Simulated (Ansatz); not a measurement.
hcp Tl, treated with r²SCAN (Ansatz, a quantum-chemistry and plane-wave program, PAW).

Run with plane-wave cutoff 560 eV, 18×18×10 k mesh (along the axes of the cell as run), Fermi–Dirac smearing 0.05 eV, scalar-relativistic PAW data made under PBE.

The cell is scaled about its equilibrium volume:

Shape and atoms are relaxed at each volume.

```csv
V (Å³/atom),P (GPa),c (Å),a (Å)
28.923,1.44,5.515,3.480
29.526,0.68,5.542,3.508
30.128,0.01,5.570,3.534
30.731,-0.59,5.593,3.562
31.334,-1.11,5.616,3.589
```

Note: the bulk modulus comes from volumes at which shape and atoms were relaxed.
